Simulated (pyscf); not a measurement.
**Hydrogen abstraction: `[SiH3][Si]([SiH3])([SiH3])[Cl]` + `[H]` [doublet] → `[SiH2][Si]([SiH3])([SiH3])[Cl]` [doublet] + `[H][H]`**

Gas phase, doublet surface, charge 0. Bonds broken: Si3–H6. Bonds formed: H6–H15. Structures and frequencies: ωB97X-D3(BJ)/def2-SVP in PySCF.

Transition state (Å):

```xyz
15

Cl    -0.7179    -1.5779     1.8035
Si    -0.4189     0.0250     0.4871
Si    -0.2516    -0.8381    -1.6664
Si    -2.2620     1.4342     0.6758
Si     1.5586     1.0802     1.1151
H     -0.0238     0.3684    -2.6418
H      0.9089    -1.7676    -1.7849
H     -1.5072    -1.5375    -2.0652
H     -2.0853     2.5889    -0.2546
H     -3.5027     0.6916     0.3115
H     -2.3719     1.9381     2.0748
H      2.6944     0.1189     1.0195
H      1.4414     1.5801     2.5150
H      1.8061     2.2314     0.1966
H      0.1646     1.3236    -3.4707
```

One imaginary mode, 909i cm⁻¹; descent along it reached the two sides named.

| bond | change | reactant side (Å) | saddle | product side |
|---|---|---|---|---|
| Si3–H6 | breaks | 1.493 | 1.568 | 3.3 |
| H6–H15 | forms | 3.2 | 1.279 | 0.761 |

Electronic energies relative to the separated reactants (eV):

| level | barrier | reaction energy | reverse barrier |
|---|---|---|---|
| ωB97X-D3(BJ)/def2-TZVP | 0.18 | -0.65 | 0.83 |
| PBE/def2-TZVP | -0.01 | -0.75 | 0.75 |
| r²SCAN/def2-TZVP | -0.06 | -0.83 | 0.76 |
| B3LYP-D3(BJ)/def2-TZVP | -0.01 | -0.81 | 0.80 |
| PBE0-D3(BJ)/def2-TZVP | 0.05 | -0.70 | 0.75 |
| M06-2X/def2-TZVP | 0.20 | -0.78 | 0.98 |
| ωB97M-D3(BJ)/def2-TZVP | 0.18 | -0.65 | 0.83 |
| HF/def2-TZVP | 0.50 | -0.43 | 0.93 |

With ωB97M-D3(BJ)/def2-TZVP energies and thermal terms (ideal gas, 1 atm, RRHO with modes under 100 cm⁻¹ raised to 100, one conformer, R ln 2 for chiral ones without a mode under 150 cm⁻¹), in eV:

```json
[
 {"T (K)": "298", "ΔH‡": "0.12", "ΔG‡": "0.37", "ΔH": "-0.62", "ΔG": "-0.70"},
 {"T (K)": "600", "ΔH‡": "0.11", "ΔG‡": "0.63", "ΔH": "-0.62", "ΔG": "-0.79"},
 {"T (K)": "900", "ΔH‡": "0.10", "ΔG‡": "0.90", "ΔH": "-0.64", "ΔG": "-0.87"},
 {"T (K)": "1200", "ΔH‡": "0.09", "ΔG‡": "1.16", "ΔH": "-0.66", "ΔG": "-0.95"}
]
```

At PBE, r²SCAN, B3LYP-D3(BJ) this geometry lies under the reactants; that is no barrier but a single point on another level's saddle; such a level's own saddle, if it has one, lies nearer that side and is low. •H₂Si–Si(SiH₃)(SiH₃)–Cl lies 0.27 eV over its isomer H₃Si–Si•(SiH₃)–SiH₂–Cl (electronic energy, ωB97M-D3(BJ)/def2-TZVP). This is the saddle that the search found; another between the same sides may lie lower. The angle at the transferred H is 178°.
